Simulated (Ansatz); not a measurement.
Ansatz (a quantum-chemistry and plane-wave program) input (B3LYP-D3(BJ)/def2-TZVP):

Ansatz 0.2 input:
```yaml
crystal:
  periodic: [false, false, false]
  atoms:
    - {symbol: C, position_ang: [0.12058719, -0.06663801, -0.50549606]}
    - {symbol: O, position_ang: [0.13148471, -0.07169501, 0.68168724]}
    - {symbol: O, position_ang: [0.20780131, -0.12360724, -1.61478364]}
    - {symbol: H, position_ang: [-0.42853427, 0.28360717, 1.40995024]}
basis:
  gaussian:
    orbitals: def2-TZVP
hamiltonian:
  xc: b3lyp
  dispersion: d3bj
total_charge: 1
relax: {f_tol: 0.002, max_steps: 150}
```

End of the output:

```
relax step   6: F+E_penalty+E_count = -5139.79565632 eV  Δ(F+E_penalty+E_count) = -2.690e-4 eV  max|allowed force component| = 9.484e-2 eV/Å  Δτ_max = 0.0058 Å  (34 SCF iters, accepted)
these checks for a lower state are left out or cut short: starts, cluster_reference, orbital_swaps, neighbouring_geometries, increment
integrals: 0.02 GiB planned
526 factors; their error is unknown
mean field: 0.22 GiB planned
mean field -5139.73480235 eV, -188.8817701491 hartree, gradient 2.3e-5 eV, S^2 0.000000; 0 other end points of the search recorded, 0 dependent functions left out
the calculation of the forces begins
reference -5139.73494460 eV, -188.8817753766 hartree; 11, 11 occupied and 88, 88 virtual orbitals, 526 factors
relax step   7: F+E_penalty+E_count = -5139.79573388 eV  Δ(F+E_penalty+E_count) = -7.757e-5 eV  max|allowed force component| = 1.285e-2 eV/Å  Δτ_max = 0.0026 Å  (34 SCF iters, accepted)
these checks for a lower state are left out or cut short: starts, cluster_reference, orbital_swaps, neighbouring_geometries, increment
integrals: 0.02 GiB planned
526 factors; their error is unknown
mean field: 0.22 GiB planned
mean field evaluation 64: about -5139.7348 eV, gradient 2.3e-5 eV
mean field -5139.73480561 eV, -188.8817702686 hartree, gradient 2.3e-5 eV, S^2 0.000000; 0 other end points of the search recorded, 0 dependent functions left out
the calculation of the forces begins
reference -5139.73494786 eV, -188.8817754963 hartree; 11, 11 occupied and 88, 88 virtual orbitals, 526 factors
relax step   8: F+E_penalty+E_count = -5139.79573658 eV  Δ(F+E_penalty+E_count) = -2.702e-6 eV  max|allowed force component| = 1.791e-3 eV/Å  Δτ_max = 0.0005 Å  (34 SCF iters, accepted)
integrals: 0.02 GiB planned
526 factors; their error is unknown
mean field: 0.22 GiB planned
mean field -5139.73480561 eV, -188.8817702686 hartree, gradient 2.3e-5 eV, S^2 0.000000; 1 other end points of the search recorded, 0 dependent functions left out
the calculation of the forces begins
reference -5139.73494786 eV, -188.8817754963 hartree; 11, 11 occupied and 88, 88 virtual orbitals, 526 factors
Total energy: -5139.79587884 eV, -188.8840146684 hartree
Atom 0 at     0.135982    -0.076364    -0.475982 Å, force     0.001252    -0.000791     0.001061 eV/Å
Atom 1 at     0.210798    -0.121749     0.739651 Å, force    -0.001791     0.001134     0.000508 eV/Å
Atom 2 at     0.159534    -0.093036    -1.597534 Å, force    -0.000552     0.000348    -0.000960 eV/Å
Atom 3 at    -0.474976     0.312815     1.305222 Å, force     0.001092    -0.000691    -0.000609 eV/Å
Dipole moment:    -0.309053     0.196378     0.593073 e Å
```

It need not be the lowest isomer of its formula.
